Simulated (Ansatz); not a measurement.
nitrous oxide (SMILES N#[N+][O-]) moved off its minimum; all values from Ansatz (a quantum-chemistry and plane-wave program), cores frozen in correlated methods.
(charge 0, multiplicity 1)
```xyz
3

N     -0.02588     0.03445    -1.21773
N     -0.02302     0.02629    -0.01823
O      0.02274     0.02004     1.05184
```

| level | largest force (eV/Å) | on atom | rms difference from CCSD(T)/aug-cc-pVTZ (eV/Å) | dipole (D) |
|---|---|---|---|---|
| HF/def2-TZVPP | 20.82 | N2 | 2.614 | 0.86 |
| PBE/def2-TZVPP | 18.83 | N2 | 0.127 | 1.12 |
| r2SCAN/def2-TZVPP | 18.85 | N2 | 0.431 | 1.12 |
| B3LYP/def2-TZVPP | 19.17 | N2 | 0.552 | 1.04 |
| wB97M-V/def2-TZVPP | 19.60 | N2 | 0.804 | 1.02 |
| MP2/aug-cc-pVTZ | 17.90 | N2 | 0.724 | 0.96 |
| CCSD(T)/aug-cc-pVTZ | 19.04 | N2 | 0.000 | 0.95 |

The differences count from one level among others, with limits of its own. Forces at CCSD(T)/aug-cc-pVTZ (eV/Å):

```csv
atom,Fx,Fy,Fz
N1,-0.138,-0.038,5.120
N2,-0.289,0.124,-19.039
O3,0.427,-0.085,13.920
```

Doubts at one or more of the structures used: a restricted determinant that unrestricted orbitals would lower (MP2/aug-cc-pVTZ, CCSD(T)/aug-cc-pVTZ).
